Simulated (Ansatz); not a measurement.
Reaction: C2H3F (SMILES C=CF) → C2H3 (SMILES [CH]=C, doublet) + F (doublet) (the C-F bond breaks)
Each species at its own B3LYP-D3(BJ)/def2-TZVP minimum (Ansatz, a program for electronic structure).

Total energies in hartree (Ansatz). Radicals and triplets start from unrestricted determinants; spin-orbit coupling is neglected. Correlated methods leave the cores frozen. No relativity. The UHF reference of C2H3 ([CH]=C, doublet) is spin-contaminated (<S^2> up to 0.19 over the pure value in the sets run).

| species | HF/cc-pVTZ | CCSD(T)/cc-pVTZ | HF/cc-pVQZ | CCSD(T)/cc-pVQZ | CCSD(T)/cc-pVDZ | CCSDT(Q)/cc-pVDZ |
|---|---|---|---|---|---|---|
| 1: C2H3F (SMILES C=CF) | -176.95362 | -177.57071 | -176.96725 | -177.62568 | -177.38740 | -177.38921 |
| 2: C2H3 (SMILES C=[CH], doublet) | -77.41972 | -77.75200 | -77.42479 | -77.77372 | -77.67385 | -77.67568 |
| 3: F (doublet) | -99.40552 | -99.62036 | -99.41377 | -99.65026 | -99.52757 | -99.52776 |

**Question.** Work out the bond dissociation energy (electronic) in kcal/mol: take Hartree-Fock from cc-pVQZ, extrapolate the CCSD(T) correlation energy as X^-3 (X = 3, 4), and add CCSDT(Q) - CCSD(T) in cc-pVDZ. 1 hartree = 627.51 kcal/mol.

**Answer.** 
Species 1: correlation (64·(-0.65843) - 27·(-0.61709))/37 = -0.68860; step -0.00181; E1 = -176.96725 + (-0.68860) + (-0.00181) = -177.65766
Species 2: correlation (64·(-0.34893) - 27·(-0.33228))/37 = -0.36108; step -0.00183; E2 = -77.42479 + (-0.36108) + (-0.00183) = -77.78770
Species 3: correlation (64·(-0.23649) - 27·(-0.21484))/37 = -0.25229; step -0.00019; E3 = -99.41377 + (-0.25229) + (-0.00019) = -99.66625
-1·E1 +1·E2 +1·E3 = 0.20371 hartree = 127.8 kcal/mol.
